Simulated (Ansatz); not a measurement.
System: PH$_{3}$, charge 0, singlet. PH3 (phosphane, SMILES P).
B3LYP-D3(BJ)/def2-TZVP minimum from Ansatz (a quantum-chemistry and plane-wave program):
```
P
H 1 1.4188
H 1 1.4188 2 93.38
H 1 1.4188 2 93.38 3 93.59
```
Charge 0, spin multiplicity 1.

Quantity: atomisation energy (electronic, to ground-state atoms), in kJ/mol. UHF or UKS for unpaired electrons; spin-orbit terms are left out. CBS(X,Y): correlation extrapolated as X^-3, Hartree-Fock from the larger set (Q,5: extrapolated as (X+1)exp(-9√X)). A bracket is a step between two methods taken in the basis named. Functionals run without relativity, which enters their misses. '+ core + X2C': CCSD(T) terms for core correlation (cc-pwCVTZ, 1s frozen past Ne) and scalar relativity (cc-pVTZ-DK). For partners of very few electrons the exact lower level stands in for a higher one.

CCSD(T)/CBS(cc-pV(Q+d)Z,cc-pV(5+d)Z) + [CCSDT(Q) - CCSD(T)]/cc-pV(Q+d)Z + [CCSDTQ - CCSDT(Q)]/cc-pV(D+d)Z + core + X2C (Ansatz) gives 1011.7 kJ/mol.

Problem. What does PBE/def2-TZVPD (Ansatz) give here, and how do the other levels compare?

Solution. PBE gives 1001.2 kJ/mol, 10.5 kJ/mol below it. Differences of the others: wB97M-V/def2-TZVPD (Ansatz) 14.3; CCSD(T)/CBS(cc-pV(Q+d)Z,cc-pV(5+d)Z) + core + X2C (Ansatz) -0.6 kJ/mol. Nearer than PBE: CCSD(T)/CBS(cc-pV(Q+d)Z,cc-pV(5+d)Z) + core + X2C.
